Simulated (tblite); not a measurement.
Potential energy surface of H₅Si (anion, charge -1), singlet: backside substitution at Si, threefold axis kept. Scanned: first Si-H distance and second Si-H distance. Other coordinates (H-Si-H angle, Si-H length) were minimised at PBE0/def2-SVPD.

Calculation: GFN2-xTB, 300 K electronic temperature (tblite).

Energy in kcal/mol above the lowest grid point; x is the first Si-H distance (Å), y the second Si-H distance (Å).

```csv
y \ x,1.39,1.48,1.57,1.67,1.79,1.92,2.09,2.28,2.52,2.81,3.26
3.26,18.6,16.2,16.9,19.3,22.8,27.1,34.3,42.7,52.7,63.0,74.0
2.81,13.3,10.6,10.9,12.9,15.9,19.5,26.2,33.8,42.8,51.9,63.0
2.52,9.9,7.0,7.0,8.7,11.2,14.3,20.1,26.8,34.7,42.8,52.7
2.28,7.8,4.6,4.3,5.5,7.5,9.9,14.8,20.4,26.8,33.8,42.8
2.09,6.6,3.1,2.4,3.2,4.8,6.5,10.4,14.8,20.1,26.1,34.3
1.92,5.7,1.9,0.9,1.3,2.5,3.8,6.5,9.9,14.2,19.5,27.1
1.79,5.6,1.6,0.4,0.5,1.4,2.5,4.7,7.5,11.1,15.9,22.8
1.67,5.6,1.5,0.1,0.0,0.5,1.3,3.2,5.5,8.6,12.9,19.3
1.57,5.9,1.8,0.4,0.1,0.4,0.9,2.4,4.3,7.0,10.9,16.9
1.48,7.3,3.2,1.8,1.5,1.6,1.9,3.1,4.6,7.0,10.6,16.2
1.39,11.3,7.3,5.9,5.6,5.6,5.7,6.6,7.8,9.9,13.3,18.6
```

Points that lie below all their neighbours on the grid: x = 1.67, y = 1.67 (0.0 kcal/mol).
